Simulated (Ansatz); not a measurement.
Cartesian coordinates in Å:
```
C -0.4851 -1.2386 1.2888
C -0.5124 -0.4606 0.2052
N -1.5839 -0.4131 -0.6926
C 0.5604 0.5195 -0.0922
C 1.8532 0.1835 -0.0009
N 0.0975 1.7740 -0.4375
H -1.2579 -1.9764 1.4737
H 0.2971 -1.1223 2.0244
H -2.2878 -1.1139 -0.5161
H -1.3005 -0.4205 -1.6629
H 2.1322 -0.8243 0.2665
H 2.6407 0.9035 -0.1904
H -0.8710 1.8231 -0.7044
H 0.7176 2.3662 -0.9615
```

Total charge 0; spin multiplicity 1.

List the r2SCAN/def2-TZVPP orbital energies in eV (Ansatz). (An estimate is asked.)

Ansatz gave: Occupied: -385.62, -385.35, -274.06, -273.98, -272.32, -272.09, -24.54, -23.44, -19.79, -18.27, -16.01, -13.83, -13.50, -12.75, -12.38, -10.85, -10.39, -9.75, -8.91, -8.71, -8.05, -5.41, -4.88. Lowest empty: -0.71, 0.81, 1.35, 1.90, 2.52, 2.86, 3.12, 3.62.
